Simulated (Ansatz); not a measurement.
Input file:

```yaml
crystal:
  periodic: [false, false, false]
  atoms:
    - {symbol: Zr, position_ang: [0.000000, 0.000000, 0.000000]}
    - {symbol: H, position_ang: [0.000000, 0.000000, -1.963300]}
    - {symbol: H, position_ang: [0.000000, 0.000000, 1.963300]}
basis:
  gaussian: {orbitals: def2-TZVP}
magnetization: {spin_polarized: true, initial_magnetization: 4}
correlation: {method: ccsdt_q, electrons: outside_noble_gas}
```

```sh
$ ansatz run in.yaml --threads 1 --pin off --events-out ev --progress --plain --max-ram 2816MiB --backend cpu
```

The program prints:

```
823 factors; integrals over basis functions are off by at most 2.1e-7 eV
mean field evaluation 1: about -1291.2743 eV, gradient 6.7e0 eV
mean field evaluation 2: about -1291.2864 eV, gradient 6.7e0 eV
mean field evaluation 4: about -1291.8190 eV, gradient 6.9e-1 eV
mean field evaluation 8: about -1291.8322 eV, gradient 7.3e-4 eV
mean field evaluation 16: about -1291.8322 eV, gradient 2.9e-4 eV
mean field evaluation 32: about -1291.9167 eV, gradient 6.7e-1 eV
mean field evaluation 64: about -1291.8322 eV, gradient 1.1e-2 eV
mean field evaluation 96: about -1291.0326 eV, gradient 1.5e-3 eV
mean field evaluation 128: about -1292.2553 eV, gradient 1.2e-1 eV
mean field evaluation 160: about -1292.4937 eV, gradient 6.1e-4 eV
...
cycle  28  -2.49624880 eV  change    4.3e-7 eV  update   6.8e-7
cycle  29  -2.49624946 eV  change   -6.6e-7 eV  update   4.6e-7
cycle  30  -2.49625005 eV  change   -5.9e-7 eV  update   3.6e-7
cycle  31  -2.49625043 eV  change   -3.7e-7 eV  update   3.0e-7
cycle  32  -2.49625071 eV  change   -2.8e-7 eV  update   2.3e-7
cycle  33  -2.49625078 eV  change   -7.2e-8 eV  update   1.9e-7
cycle  34  -2.49625101 eV  change   -2.2e-7 eV  update   1.8e-7
cycle  35  -2.49625107 eV  change   -6.7e-8 eV  update   1.5e-7
cycle  36  -2.49625173 eV  change   -6.5e-7 eV  update   1.4e-7
cycle  37  -2.49625196 eV  change   -2.3e-7 eV  update   8.4e-8
perturbative correction -0.00783813 eV, -0.0002880460 hartree
WARN: these amplitudes may be one of several solutions (largest doubles amplitude 0.26, level shift 4.70 eV)
Total energy: -1294.75717575 eV, -47.5814485910 hartree
```

Ran on 1 thread of AMD EPYC 7R13, shared host: 69 s wall, 0.34 GiB peak host memory.
